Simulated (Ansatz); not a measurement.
A basis-limit estimate, worked out

An elementary step of SiPH7S, singlet (SiH₄S ([SiH3][SH]) + PH₃ → SiPH₅ ([SiH3][PH2]) + H₂S; bonds formed: Si1–P7, S2–H6; bonds broken: Si1–S2, H6–P7). “Start” is the structure reached by relaxing down from the saddle towards the reactants; PBE0-D4/def2-TZVP structures. The saddle:

Si1  (-0.713, 0.747, -0.571)
S2  (0.148, 0.863, 1.716)
H3  (-0.197, 0.495, -1.951)
H4  (-0.677, 2.245, -0.553)
H5  (-2.111, 0.337, -0.315)
H6  (0.280, -0.436, 0.907)
P7  (0.099, -1.692, -0.501)
H8  (1.359, 1.244, 1.276)
H9  (1.477, -1.459, -0.754)
H10  (0.335, -2.344, 0.746)
(Å)

Program: Ansatz 0.2.0. Basis: def2-TZVPP and def2-QZVPP. Cores are frozen in the correlated methods.

Energies in eV:

| quantity | saddle | start |
| --- | --- | --- |
| Hartree–Fock, triple zeta (X = 3) | -28059.95501 | -28063.66247 |
| Hartree–Fock, quadruple zeta (X = 4) | -28060.78624 | -28064.49585 |
| MP2 correlation, X = 3 | -14.29443 | -13.25753 |
| MP2 correlation, X = 4 | -15.37546 | -14.30750 |
| CCSD(T) correlation, X = 3 | -16.64107 | -15.69046 |

(1) Work out the barrier at the basis limit: extrapolate Hartree–Fock as E(X) = E∞ + A exp(−7.88 √X) and the MP2 correlation as E(X) = E∞ + B X^−2.97 (the exponents that Neese and Valeev fitted for def2-TZVPP and QZVPP), then add CCSD(T) − MP2 in triple zeta.

No T1 diagnostic of these runs exceeds 0.015.

Results:

(1) Each step is linear, so take the differences first (saddle − start): Hartree–Fock 3.70746 (X = 3) and 3.70961 (X = 4); MP2 correlation -1.03690 and -1.06796; CCSD(T) correlation -0.95061.
Two points give E∞ = E(4) + w [E(4) − E(3)], with w = 1/(exp(7.88 (2 − √3)) − 1) = 0.1377 for Hartree–Fock and w = 1/((4/3)^2.97 − 1) = 0.7407 for the correlation.
Hartree–Fock: 3.70961 + 0.1377 × 0.00215 = 3.7099 eV.
MP2 correlation: -1.06796 + 0.7407 × (-0.03106) = -1.0910 eV.
CCSD(T) − MP2: -0.95061 − (-1.03690) = 0.0863 eV.
Sum: 3.7099 + (-1.0910) + 0.0863 = 2.7052 eV, or 62.38 kcal/mol. Plain CCSD(T) in triple zeta gives 2.7569 eV, so the larger basis shifts the result by -0.0517 eV.

Labels in which every atom is bracketed show which atoms are joined, not bond orders.

For scale, one of the runs: CCSD(T)/def2-TZVPP, 224 basis functions, launched by `ansatz run in.yaml --threads 4 --pin off --events-out ev --progress --plain --max-ram 9574MiB`. Time: 53 s of wall clock on 4 CPU threads of an Arm Neoverse V1; the host was shared. Peak host memory: 3.2 GiB.
